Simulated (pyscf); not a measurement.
Elementary routes open to Cl–Ge:–Cl (SMILES [Cl][Ge][Cl]) [singlet] + H₂ (SMILES [H][H]) in the gas phase (singlet surface):
A. Cl–GeH₂–Cl (SMILES [Cl][GeH2][Cl]) (H–H broken; Ge–H, Ge–H formed)
B. HCl (SMILES Cl) + Cl–GeH: (SMILES [Cl][GeH]) [singlet] (Cl–Ge, H–H broken; Cl–H, Ge–H formed)

Structures and frequencies: ωB97X-D3(BJ)/def2-SVP in PySCF.

Question: Rank the routes by free-energy barrier at 600 K, lowest first, for ωB97M-D3(BJ)/def2-TZVP energies (ideal gas, 1 atm, RRHO with modes under 100 cm⁻¹ raised to 100, one conformer, R ln 2 for chiral ones without a mode under 150 cm⁻¹).

Answer: B (47.1 kcal/mol), A (73.1 kcal/mol)

Route B is the fastest of these, ahead of the next by 26.0 kcal/mol. The most stable products are those of A (ΔG = +7.4 kcal/mol), whose barrier is 26.0 kcal/mol higher: the kinetic and the thermodynamic product differ. At 1200 K B is still the fastest. B: On the product side the descent ends in a bound adduct, 8.1 kcal/mol under the separated species and 8.2 kcal/mol under the saddle at ωB97X-D3(BJ)/def2-TZVP. Only these routes are compared; each barrier is that of the saddle found, and lower ones may exist. Elements up to Kr have no core potential and no relativistic terms here.
